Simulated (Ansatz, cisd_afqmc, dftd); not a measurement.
Barrier from CHN (SMILES C#N) to the saddle point below; all geometries are those of the NHTBH38 set.
```xyz
3

C      0.0803     0.6203     0.0000
N      0.0803    -0.5681     0.0000
H     -1.0441     0.2551     0.0000
```
Charge 0, spin multiplicity 1.

Property: barrier height (electronic, no zero-point energy), in kcal/mol. UHF or UKS for unpaired electrons; spin-orbit terms are left out. Correlated methods leave the cores frozen. Rows without X2C or -DK are non-relativistic. AFQMC/CISD: phaseless, guided by CISD from CCSD amplitudes; bars are statistical, one sigma. Outlying blocks are dropped, and bars are widened where a walk drifts. Over all cases where full CI ran beside it in this data, AFQMC minus full CI had a median of +0.1 mEh and passed +0.4 mEh in a tenth of the cases. CBS(X,Y): correlation extrapolated as X^-3, Hartree-Fock from the larger set. A bracket is a step between two methods taken in the basis named. The functionals are non-relativistic, so their misses hold any scalar relativity. '+ core + X2C': CCSD(T) terms for core correlation (cc-pwCVTZ) and scalar relativity (cc-pVTZ-DK). The T1 diagnostic of CHN (saddle point or complex, singlet) reaches 0.027 in the sets run.

Published benchmark value: 48.2 kcal/mol (Zhao et al., NHTBH38), a best estimate, not a measurement.

| level | program | barrier height (kcal/mol) | difference against that value |
|---|---|---|---|
| PBE/def2-TZVPD | Ansatz | 45.7 | -2.5 |
| r2SCANh-D4/def2-TZVPD | Ansatz + dftd4 | 46.5 | -1.7 |
| CCSD/aug-cc-pVTZ | Ansatz | 47.9 | -0.3 |
| CCSD(T)/aug-cc-pVQZ | Ansatz | 47.6 | -0.6 |
| AFQMC/CISD/aug-cc-pVDZ | cisd_afqmc | 46.0 ± 0.3 | -2.2 |
| CCSD(T)/CBS(aug-cc-pVTZ,aug-cc-pVQZ) + [AFQMC/CISD - CCSD(T)]/aug-cc-pVTZ + core + X2C | Ansatz + cisd_afqmc | 48.0 ± 0.4 | -0.2 |
| CCSD(T)/CBS(aug-cc-pVTZ,aug-cc-pVQZ) + [CCSDT(Q) - CCSD(T)]/aug-cc-pVTZ + core + X2C | Ansatz | 47.9 | -0.3 |

Ansatz is a program for electronic structure.
